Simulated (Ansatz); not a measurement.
Results of LDA (PAW; Ansatz, a quantum-chemistry and plane-wave program) for hcp Mg.

Numerical settings: plane-wave cutoff 520 eV, 18×18×10 k mesh (along the axes of the cell as run), Fermi–Dirac smearing 0.05 eV, scalar-relativistic PAW data made under PBE.

Starting structure:

```yaml
crystal:
  lattice:
    - [3.21000, 0.00000, 0.00000]
    - [-1.60500, 2.77994, 0.00000]
    - [0.00000, 0.00000, 5.21000]
  atoms:
    - { symbol: Mg, position: [0.66667, 0.33333, 0.75000] }
    - { symbol: Mg, position: [0.33333, 0.66667, 0.25000] }
```

**Question.** Into what structure does the relaxation of cell and atoms lead at this level, with the symmetry of the start kept?

**Answer.** The volume shrinks by 7.0 %; final space group P6_3/mmc.
```yaml
crystal:
  lattice:
    - [3.13639, 0.00000, 0.00000]
    - [-1.56819, 2.71619, 0.00000]
    - [0.00000, 0.00000, 5.07378]
  atoms:
    - { symbol: Mg, position: [0.66667, 0.33333, 0.75000] }
    - { symbol: Mg, position: [0.33333, 0.66667, 0.25000] }
```
